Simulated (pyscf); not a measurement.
H₂N–SiH₂–NH₂ (SMILES N[SiH2]N) + SiH₄ (SMILES [SiH4]) → H₂N–SiH(NH₂)–SiH₃ (SMILES N[SiH](N)[SiH3]) + H₂ (SMILES [H][H]), a four-centre exchange (singlet surface; H–Si, H–Si broken, Si–Si, H–H formed). Single points on ωB97X-D3(BJ)/def2-SVP structures (PySCF, gas phase). Energies in kcal/mol from the separated reactants.

Small-basis levels: PySCF, no dispersion term, spherical d functions. 

Quick BP86/6-31G* single points give ΔE‡ = 74.8 kcal/mol and ΔE = +4.8 kcal/mol. What does ωB97M-D3(BJ)/def2-TZVP give, and how far is the quick result from it?

ωB97M-D3(BJ)/def2-TZVP gives ΔE‡ = 75.7 kcal/mol and ΔE = +8.4 kcal/mol. BP86/6-31G* lies 1.0 kcal/mol under it in the barrier and 3.6 kcal/mol under it in the reaction energy, so on this step it does not hold to within 3.0 kcal/mol. ωB97M-D3(BJ)/def2-TZVP has limits of its own. At the saddle there is also a short H–Si contact that neither side keeps. The same reactants have a lower exit, to H₂N–SiH₂–NH–SiH₃ + H₂ (barrier +43.1 kcal/mol at ωB97M-D3(BJ)/def2-TZVP, against +75.7 kcal/mol here). H₂N–SiH(NH₂)–SiH₃ lies 16.0 kcal/mol over its isomer H₂N–SiH₂–NH–SiH₃ (electronic energy, ωB97M-D3(BJ)/def2-TZVP). This is the saddle that the search found; another between the same sides may lie lower.
